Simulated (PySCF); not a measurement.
Working with the constants of AlH⁻

UHF-CCSD(T) constants of AlH⁻, ²Π (doublet), unpaired electrons π ↑ (PySCF, no relativity, basis sets Al def2-TZVPPD, H def2-TZVPPD; masses 26.9815 and 1.0078 u):

```
ωe   : 1461.4 cm⁻¹
ωexe : 34.6 cm⁻¹
Be   : 6.0266 cm⁻¹
αe   : 0.226 cm⁻¹
```

What force constant and bond length do these constants imply?

Reduced mass μred = 0.97154 u; k = 5.8918×10⁻⁷·μred·ωe² (u, cm⁻¹, mdyn/Å) = 1.22 mdyn/Å; Re = √(16.8576/(μred·Be)) (u, cm⁻¹, Å) = 1.697 Å.

Estimate the centrifugal constant D from the Kratzer relation and find the Dunham coefficient a1.

D = 4Be³/ωe² = 0.000410 cm⁻¹; a1 = −1 − αeωe/(6Be²) = -2.52.

Correlated steps freeze 5 core orbitals. The state was picked by a PBE0 search and need not be the measured ground state.
